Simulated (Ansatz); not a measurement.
We consider diamond, described by r²SCAN in Ansatz (plane waves, PAW).

Run with plane-wave cutoff 560 eV, 16×16×16 k mesh, Fermi–Dirac smearing 0.01 eV, scalar-relativistic PAW data made under PBE.

Response to compression and expansion:

```
V (Å³/atom)  P (GPa)  direct gap at Γ (eV)  smallest gap on the k mesh (eV)
-----------  -------  --------------------  -------------------------------
5.302          31.28                 6.072                            4.513
5.414          19.88                 6.012                            4.463
5.527           9.50                 5.953                            4.414
5.640           0.04                 5.896                            4.367
5.753          -8.57                 5.840                            4.321
5.866         -16.42                 5.785                            4.276
5.978         -23.56                 5.731                            4.233
```

The fundamental gap (4.36 eV at the equilibrium volume, with added k points) lies elsewhere than Γ–Γ.

Ansatz is a first-principles code.
